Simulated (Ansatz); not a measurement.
Reaction (SMILES): N (NH3) → [NH2] (NH2) + H atom
B3LYP-D3(BJ)/def2-TZVP geometries, fixed; electronic energies without zero-point terms.

Basis-set convergence of the bond dissociation energy at r2SCAN with Ansatz (a quantum-chemistry and plane-wave program). All functions are spherical. The program fits the integrals of some runs and decomposes those of others, by size. Open shells are unrestricted. No added dispersion term, no relativity. Functions are those of the species that has most. Reference: the value in pcseg-4, 110.92 kcal/mol, itself unsure by roughly 0.04 kcal/mol (its mean distance from aug-pcseg-3, aug-cc-pVQZ, cc-pV5Z). Deviations are taken from unrounded values.

```csv
basis,functions,bond dissociation energy (kcal/mol),minus reference (kcal/mol)
pcseg-0,15,105.74,-5.18
pcseg-1,29,109.15,-1.78
aug-pcseg-1,50,109.81,-1.11
pcseg-2,72,111.04,0.11
aug-pcseg-2,115,110.91,-0.01
pcseg-3,159,110.97,0.04
aug-pcseg-3,232,110.94,0.01
pcseg-4,284,110.92,0.00
```

The smallest set listed that lies within 0.5 kcal/mol of the reference with all its larger relatives (same family, alike in diffuse functions; a set with none counts only in the reference's own line) is pcseg-2 (72 functions, 0.11 kcal/mol off).
